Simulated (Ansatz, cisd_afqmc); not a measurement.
Species: CH₃, charge 0, doublet. CH3 (SMILES [CH3], doublet).
HTBH set geometry:
```xyz
4

C      0.0000     0.0000     0.0000
H      0.0000     0.0000     1.0773
H      0.0000     0.9330    -0.5387
H      0.0000    -0.9330    -0.5387
```
Charge 0, spin multiplicity 2.

Total energies in aug-cc-pVDZ, 7 correlated electrons, 1 frozen orbitals. Radicals and triplets start from unrestricted determinants; spin-orbit coupling is neglected. Cores are frozen in correlated methods. No relativity. The Monte Carlo rows (phaseless AFQMC, CISD trial, step 0.005/hartree) carry one-sigma bars that omit the constraint's bias. Outlying blocks are dropped, and bars are widened where a walk drifts. Over all cases where full CI ran beside it in this data, AFQMC minus full CI had a median of +0.1 mEh and passed +0.4 mEh in a tenth of the cases.

```tsv
method	program	energy (Eh)	minus CCSDTQ (mEh)
HF	Ansatz	-39.56580	159.01
MP2	Ansatz	-39.69804	26.78
CCSD	Ansatz	-39.72093	3.88
CCSD(T)	Ansatz	-39.72420	0.61
CCSDT(Q)	Ansatz	-39.72481	0.01
CCSDTQ	Ansatz	-39.72481	0.00
AFQMC/CISD	cisd_afqmc	-39.7247 ± 0.0001	0.1 ± 0.1
```

Rough core times of Ansatz's runs on a shared machine: CCSD(T) under 20 s, CCSDT(Q) 20 s, CCSDTQ 10 min.

Ansatz is a quantum-chemistry and plane-wave program.
